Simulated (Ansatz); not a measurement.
The input, for Ansatz 0.2.0:

```yaml
crystal:
  periodic: [false, false, false]
  atoms:
    - {symbol: Si, position_ang: [0.000000, 0.000000, 0.000000]}
    - {symbol: Cl, position_ang: [0.000000, 0.000000, 5.514000]}
basis:
  gaussian: {orbitals: def2-SVP}
magnetization: {spin_polarized: false, initial_magnetization: 3}
correlation: {method: ccsdt_q, electrons: outside_noble_gas}
```

```sh
$ ansatz run in.yaml --threads 1 --pin off --events-out ev --progress --plain --max-ram 2393MiB
```

**Question.** Roughly how long does this take on 1 thread of Arm Neoverse N1, shared host, and how much host memory?

**Answer.** 25 s wall and 0.22 GiB.

```
455 factors; integrals over basis functions are off by at most 5.5e-8 eV
mean field evaluation 1: about -20355.7010 eV, gradient 4.5e0 eV
mean field evaluation 2: about -20355.7011 eV, gradient 4.5e0 eV
mean field evaluation 4: about -20355.8892 eV, gradient 2.7e-1 eV
mean field evaluation 8: about -20355.8898 eV, gradient 6.7e-7 eV
mean field evaluation 16: about -20355.8901 eV, gradient 1.3e-1 eV
mean field evaluation 32: about -20355.8966 eV, gradient 2.0e-3 eV
mean field evaluation 64: about -20355.8919 eV, gradient 2.2e-1 eV
mean field evaluation 96: about -20355.8897 eV, gradient 1.2e0 eV
mean field evaluation 128: about -20355.6615 eV, gradient 5.0e0 eV
mean field evaluation 160: about -20355.8966 eV, gradient 4.8e-3 eV
...
cycle  14  -5.35760799 eV  change    9.6e-6 eV  update   7.2e-5
cycle  15  -5.35759195 eV  change    1.6e-5 eV  update   5.9e-5
cycle  16  -5.35758982 eV  change    2.1e-6 eV  update   9.1e-5
cycle  17  -5.35759024 eV  change   -4.2e-7 eV  update   1.1e-4
cycle  18  -5.35759141 eV  change   -1.2e-6 eV  update   7.7e-5
cycle  19  -5.35759221 eV  change   -8.0e-7 eV  update   5.1e-5
cycle  20  -5.35759246 eV  change   -2.5e-7 eV  update   2.0e-5
cycle  21  -5.35759240 eV  change    5.6e-8 eV  update   8.7e-6
cycle  22  -5.35759229 eV  change    1.1e-7 eV  update   3.5e-6
cycle  23  -5.35759217 eV  change    1.1e-7 eV  update   5.8e-7
perturbative correction -0.00411017 eV, -0.0001510459 hartree
Total energy: -20361.25831065 eV, -748.2624415599 hartree
```
